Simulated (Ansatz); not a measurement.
Basis-set extrapolation for dimethylformamide (PBE0-D4/def2-TZVP geometry, frozen core, Ansatz 0.2.0). Multiplicity 1, RHF reference.

|  | def2-TZVPP | def2-QZVPP |
| --- | --- | --- |
| HF | -247.091862 | -247.103446 |
| MP2 correlation | -0.949529 | -1.015004 |
| CCSD(T) correlation | -1.021972 | not run |

Energies in hartree. Use E(X) = E(∞) + A·exp(−7.88·√X) for Hartree–Fock and E(X) = E(∞) + B·X^(−2.97) for correlation, with X = 3 and 4, and add CCSD(T) minus MP2 of the smaller set to the MP2 limit.

Task: What is the CCSD(T) energy at the basis-set limit?

Result: HF limit: -247.103446 + (-0.011584) × 0.13774 = -247.10504. MP2 limit: -1.015004 + (-0.065475) × 0.74074 = -1.06350. Higher-order term: -1.021972 − (-0.949529) = -0.07244. Total: -248.24098 hartree, 333.8 kJ/mol below CCSD(T)/def2-TZVPP.
